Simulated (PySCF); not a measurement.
**Nuclear quadrupole coupling in `C#CCC(=O)Cl`**

Compound: C4H3ClO.
SMILES with atom numbers: `[CH:1]#[C:2][CH2:3][C:4](=[O:5])[Cl:6]` (hydrogens: H7 on C1; H8, H9 on C3)

Structure used (GFN2-xTB), in Å, numbered top down from 1:
```xyz
9
C4H3ClO angstrom
C      1.9693    0.7274   -0.3301
C      0.9976    0.0478   -0.1760
C     -0.1935   -0.7630   -0.0043
C     -1.4230    0.0897   -0.1409
O     -2.2880   -0.0097   -0.9420
Cl    -1.4750    1.3645    1.0813
H      2.8306    1.3114   -0.4602
H     -0.2253   -1.5491   -0.7636
H     -0.1792   -1.2131    0.9923
```

Field gradients from the PBE0/pcSseg-1 density (PySCF, non-relativistic), principal values in atomic units, ordered |Vxx| ≤ |Vyy| ≤ |Vzz|:

| atom | Vxx | Vyy | Vzz |
| --- | --- | --- | --- |
| O5 | 0.4042 | 1.2686 | -1.6728 |
| Cl6 | -1.1735 | -2.1553 | 3.3289 |

Find the asymmetry η = (Vxx − Vyy)/Vzz and the couplings χ = eQV/h (234.96 MHz × Q in barn × V in au), with Q(17O) = −0.0256 b, Q(35Cl) = −0.0817 b.

```tsv
atom	environment	nucleus	η	χzz (MHz)	χxx (MHz)	χyy (MHz)
O5	carbonyl oxygen	17O	0.52	10.06	-2.43	-7.63
Cl6	chlorine bonded to C	35Cl	0.29	-63.90	22.53	41.38
```

The tensor is traceless: Vxx + Vyy + Vzz = 0.

What is Vzz at O5 in SI units (1 au = 9.71736 × 10²¹ V/m²)?

-1.6728 au = -16.255 × 10²¹ V/m².

And the gradient at the other heavy atoms, for which no coupling is worked out here?

| atom | environment | Vzz (au) | η |
| --- | --- | --- | --- |
| C1 | terminal alkyne carbon | -0.290 | 0.19 |
| C2 | alkyne carbon | -0.233 | 0.08 |
| C3 | sp3 carbon next to a carbonyl | -0.148 | 0.81 |
| C4 | acyl halide carbon | -0.454 | 0.65 |

What couplings would deuterons (Q(2H) = 0.00286 b) have in place of the hydrogens, at this geometry?

| atom | bonded to | bond length (Å) | Vzz (au) | η | χzz (kHz) |
| --- | --- | --- | --- | --- | --- |
| H7 | C1 | 1.049 | 0.3953 | 0.01 | 266 |
| H8 | C3 | 1.093 | 0.2934 | 0.03 | 197 |
| H9 | C3 | 1.094 | 0.2945 | 0.04 | 198 |

The structure is a single GFN2-xTB conformer in the gas phase; no vibrational or solvent corrections. GFN2-xTB bond lengths can be off by several hundredths of an ångström, more for odd bonds, and the gradients follow them. These gradients aren't converged with respect to the basis.
